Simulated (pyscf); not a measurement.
PySCF, gas phase, ωB97X-D3(BJ)/def2-SVP geometries. MP2 and CC: frozen core, UHF for open shells. ΔMP2 is the change of the MP2 total energy from the triple- to the quadruple-zeta basis.

Question: How much does it cost (ΔH, 298 K, CCSD(T)/def2-TZVPP + ΔMP2(QZVPP)) to split HO–GaH–Cl at its Ga–O bond into [Cl–GaH]• + OH•?

Answer: Ga–O to [Cl–GaH]• + OH•: 108.9 kcal/mol. The radicals are drawn with the spin at the cut bond; how far it spreads was not checked. The CCSD(T) − MP2 part came from Ansatz, without density fitting, on the same reference. The frozen core leaves the outer d or s,p core shells of the metals and heavy elements correlated in the MP2 and CC values, and def2-TZVPP describes them poorly, which can shift differences by a few kcal/mol. Left out: the spin-orbit lowering of OH. Elements up to Kr have no core potential and no relativistic terms here.
